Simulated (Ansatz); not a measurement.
## How far each method lies from RCCSDT(Q) for HF, singlet

Geometry: MP2(full)/6-31G*, from the G2/97 set.

```xyz
2

F     0.0000    0.0000    0.0000
H     0.0000    0.0000    0.9339
```

Basis cc-pVQZ; Ansatz 0.2.0. Only valence electrons are correlated (noble-gas cores frozen), which leaves 8 electrons in 84 orbitals. Prefix R: restricted or restricted open-shell reference. Active spaces: valence = (8e, 5o) chosen from the atoms' valence shells.

Full CI isn't at hand for all of this; RCCSDT(Q) serves as the reference, and is uncertain by about the last step of the cluster series.

The UHF ⟨S²⟩ is 0.000. The T1 diagnostic (RCCSD) is 0.0077 and the largest doubles amplitude (RCCSD) is 0.037.

```csv
level,E − E(RCCSDT(Q)) (mEh),share of correlation (%),wall time
RHF,306.56,0.00,–
RMP2,8.22,97.32,–
CISD,18.28,94.04,3.9 s
RCCSD,8.20,97.32,–
RCCSD(T),0.27,99.91,1.2 s
BCCD(T),0.24,99.92,1.9 s
RCCSDT,0.29,99.90,–
CASSCF (valence space),281.36,8.22,–
NEVPT2 (valence space),30.43,90.07,2.1 s
NEVPT4(SD) (valence space),4.48,98.54,9 s (H100)
MRCISD (valence space),15.01,95.10,–
MRCISD+Q (valence space),3.59,98.83,6 s (H100)
```

The correlation energy at RCCSDT(Q), counted from RHF, is -8.342 eV. That run took 4 s on 2 threads of AMD EPYC 7R13 with a shared H100 80 GB, shared host.

Times hold each run's SCF and search for its determinant on a shared host, so for small cases they say little of a method's own cost; rows without a card ran on 1 thread of AMD EPYC 7R13.

Natural occupations of CASSCF (valence space) about the gap: 2.000 2.000 2.000 1.979 0.022; effectively unpaired electrons, Σ n²(2−n)², 0.00.

Atomization energy (electronic, same basis, no zero-point term; atoms at the same level, unrestricted beside the R rows where the molecule is a closed shell, with restricted open-shell steps beyond CCSDT(Q)) at RCCSDT(Q): 584.5 kJ/mol. Errors of other levels:

```
                     level  error (kJ/mol)
                       RHF          -183.2
                      RMP2            18.7
                      CISD           -21.4
                     RCCSD            -8.6
                  RCCSD(T)             0.0
                   BCCD(T)             0.3
                    RCCSDT            -0.5
    CASSCF (valence space)          -104.4
    NEVPT2 (valence space)            15.3
NEVPT4(SD) (valence space)            -1.3
    MRCISD (valence space)           -11.9
  MRCISD+Q (valence space)            -4.2
```

This basis is far from its limit, so the value isn't to be set against a measured one. Truncated CI isn't size-consistent, which counts against it in atomization.
